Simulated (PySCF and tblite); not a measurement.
Values are calculated unless marked as measured or tabulated.
C4H6O, numbered as in [O:1]=[CH:2][CH:3]1[CH2:4][CH2:5]1.

Level: B3LYP-D3(BJ)/def2-TZVP (IEF-PCM, chloroform)//PBE0-D3(BJ)/def2-SVP, thermal terms from GFN2-xTB, symmetry numbers and mirror pairs counted. Conformers within 3 kcal/mol (GFN2-xTB free energy) were kept, 3 at most. GIAO shieldings: PBE0/pcSseg-1 (IEF-PCM, chloroform). Shifts are against TMS (¹H), TMS (¹³C) at the same level. Codes: tblite and PySCF.

Torsions listed: O1–C2–C3–C4.

```tsv
conformer	shape	symmetry	E(GFN2, own minimum) kcal/mol	E(DFT) kcal/mol
1	-148°	Cs	0.00	0.00
2	34°	Cs	0.69	0.77
```

Task: How much do the weights at 298.15 K and the averaged shift of H2 depend on how the conformers are weighted?

Result: 
```tsv
weighting	1 (%)	2 (%)	δ (ppm)	rms dipole (D)
DFT energy with thermal terms, symmetry and mirror images (full scheme)	75	25	8.88	3.95
DFT energy with symmetry and mirror images	79	21	8.82	3.97
bare DFT energy	79	21	8.82	3.97
GFN2-xTB energy with symmetry and mirror images	76	24	8.86	3.96
GFN2-xTB free energy	73	27	8.92	3.94
leading conformer alone	100	0	8.45	4.10
equal weights	50	50	9.32	3.80
```

The largest departure from the full scheme, 0.44 ppm, comes with: equal weights.
